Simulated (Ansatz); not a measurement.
BF3 (SMILES FB(F)F) moved off its minimum; all values from Ansatz (a first-principles code), cores frozen in correlated methods.
(charge 0, multiplicity 1)
```xyz
4

B      0.0140     0.0286    -0.0062
F     -1.1424    -0.7068     0.0027
F      0.0416     1.1830    -0.4757
F      1.0873    -0.5129     0.4732
```

```csv
level,largest force (eV/Å),on atom,rms difference from CCSD(T)/aug-cc-pVTZ (eV/Å),dipole (D)
HF/def2-TZVPP,4.61,B1,0.580,0.58
PBE/def2-TZVPP,4.56,B1,0.261,0.53
r2SCAN/def2-TZVPP,4.55,B1,0.049,0.54
B3LYP/def2-TZVPP,4.52,B1,0.050,0.54
wB97M-V/def2-TZVPP,4.58,B1,0.029,0.55
MP2/aug-cc-pVTZ,4.64,B1,0.048,0.55
CCSD(T)/aug-cc-pVTZ,4.65,B1,0.000,0.54
```

The differences count from one level among others, with limits of its own. Forces at CCSD(T)/aug-cc-pVTZ (eV/Å):

| atom | Fx | Fy | Fz |
|---|---|---|---|
| B1 | -2.232 | -3.957 | 0.979 |
| F2 | 1.465 | 1.063 | -0.034 |
| F3 | -0.166 | 3.492 | -1.447 |
| F4 | 0.933 | -0.598 | 0.502 |
